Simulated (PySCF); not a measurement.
Two-photon absorption: SMILES Cl/C=C/C=C/C, C5H7Cl

Molfile (atoms numbered from 1):
```
C5H7Cl
     RDKit          3D

 13 12  0  0  0  0  0  0  0  0999 V2000
   -1.8304    0.0833   -0.0705 C   0  0  0  0  0  0  0  0  0  0  0  0
   -0.4324    0.5702   -0.2270 C   0  0  0  0  0  0  0  0  0  0  0  0
    0.6633   -0.0528    0.2399 C   0  0  0  0  0  0  0  0  0  0  0  0
    2.0116    0.4498    0.0707 C   0  0  0  0  0  0  0  0  0  0  0  0
    3.0941   -0.1844    0.5433 C   0  0  0  0  0  0  0  0  0  0  0  0
    4.6994    0.4065    0.3469 Cl  0  0  0  0  0  0  0  0  0  0  0  0
   -2.3134   -0.0642   -1.0515 H   0  0  0  0  0  0  0  0  0  0  0  0
   -1.8722   -0.8690    0.4782 H   0  0  0  0  0  0  0  0  0  0  0  0
   -2.4501    0.8185    0.4709 H   0  0  0  0  0  0  0  0  0  0  0  0
   -0.2975    1.5155   -0.7687 H   0  0  0  0  0  0  0  0  0  0  0  0
    0.5483   -0.9989    0.7837 H   0  0  0  0  0  0  0  0  0  0  0  0
    2.1440    1.3931   -0.4699 H   0  0  0  0  0  0  0  0  0  0  0  0
    3.0385   -1.1284    1.0915 H   0  0  0  0  0  0  0  0  0  0  0  0
  1  2  1  0
  2  3  2  0
  3  4  1  0
  4  5  2  0
  5  6  1  0
  1  7  1  0
  1  8  1  0
  1  9  1  0
  2 10  1  0
  3 11  1  0
  4 12  1  0
  5 13  1  0
M  END
```

Method used: PySCF 2.14.0, TDDFT CAM-B3LYP/def2-TZVPD excited states, vertical, gas phase. Geometry: PBE0-D3(BJ)/def2-SVP.

(1) How strongly do the lowest singlets absorb one photon, and two photons of half the energy?

## Answers

(1) δ for parallel linear polarisation; σ at the peak of a Lorentzian of half width 0.1 eV, single beam; Ω is circular over linear.
```csv
state,E (eV),f,photon λ (nm),δ (au),σ (GM),Ω,main
S1,5.41,0.903,458,3.65,0.04,0.80,HOMO→LUMO 0.97
S2,5.96,0.000,416,0.95,0.01,1.50,"HOMO→LUMO+1 0.60, HOMO→LUMO+4 0.32"
S3,6.09,0.000,407,0.42,0.01,1.50,"HOMO→LUMO+2 0.55, HOMO→LUMO+3 0.35"
S4,6.28,0.003,395,24.8,0.36,1.50,"HOMO→LUMO+2 0.22, HOMO→LUMO+1 0.19"
S5,6.48,0.000,383,5.38,0.08,1.50,"HOMO→LUMO+3 0.42, HOMO→LUMO+4 0.20"
S6,6.73,0.016,368,1510,25.05,0.63,HOMO→LUMO+7 0.88
```

Among these, the strongest one-photon state is S1, the strongest two-photon state S6, with a dipole change of 1.5 D (relaxed, norm of the difference vector).
